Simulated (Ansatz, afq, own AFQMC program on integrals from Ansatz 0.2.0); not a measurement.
**CH3S, doublet: AFQMC among the cluster methods**

```xyz
5

C    -0.0073    0.0000    1.1891
S    -0.0002    0.0000   -0.5928
H     1.0435    0.0000    1.5020
H    -0.4747    0.8983    1.5939
H    -0.4747   -0.8983    1.5939
```

Connectivity, by distances: CH3–S.

Basis cc-pVDZ. Only valence electrons are correlated. Ansatz 0.2.0 and our own AFQMC program on the same integrals; the CISD trial comes from CCSD amplitudes, and released means the phaseless constraint is let go. Free projection: walkers drawn from exp(T), propagated without any constraint. Its projection time is finite, and what remains of the start isn't in its error. Error bars are statistical, one sigma.

Determinant: UHF, the one that the program's search chose, which needn't be the lowest solution. The geometry is a point of a scan.

No full CI on the walks' own integrals is used here; CCSDT(Q) serves as the reference and is uncertain by about the last step of the cluster series.

* T1 diagnostic: 0.0099
* weight of the determinant in the CISD state: 0.884
* ⟨S²⟩ of the determinant: 0.760
* size of the correlated space: 13 electrons in 41 orbitals

| level | correlation energy (eV) |
| --- | --- |
| MP2 | -6.9259 |
| CCSD | -7.8474 |
| CCSD(T) | -8.0412 |

Task: Estimate where free-projection AFQMC lies against CCSD(T) on the same integrals.

Result: 1.9 ± 1.7 kJ/mol below CCSD(T). The gap is under twice the noise, so this walk alone can't tell the two apart.

Reference: CCSDT(Q), correlation energy -8.072 eV. The released energy is read at 2.40 1/Eh (meV from the phaseless value at times in 1/Eh: 5 ± 11 at 0.24, 5 ± 9 at 0.51, -15 ± 14 at 0.99, -11 ± 12 at 1.62, -4 ± 18 at 2.40).

```json
{"level": "CCSD(T)", "E − E(reference) (kJ/mol)": "3.0", "share of correlation (%)": "99.62"}
{"level": "CCSDT", "E − E(reference) (kJ/mol)": "1.2", "share of correlation (%)": "99.85"}
{"level": "ph-AFQMC/HF", "E − E(reference) (kJ/mol)": "11.4 ± 5.2", "share of correlation (%)": "98.54"}
{"level": "ph-AFQMC/CISD", "E − E(reference) (kJ/mol)": "1.0 ± 1.2", "share of correlation (%)": "99.87"}
{"level": "released AFQMC", "E − E(reference) (kJ/mol)": "0.6 ± 1.7", "share of correlation (%)": "99.92"}
{"level": "free AFQMC", "E − E(reference) (kJ/mol)": "1.1 ± 1.7", "share of correlation (%)": "99.86"}
```

Free projections are given only where their last times agree within the noise and don't stop above the reference; a slow remainder of the start can still hide under it. A walk keeps the symmetry of its determinant, which the program's search chose and which needn't be the lowest solution, so a lower state of the same spin and another symmetry isn't excluded. Released energies are given only where the last usable release times agree within the noise; a slower fall can still hide under it.
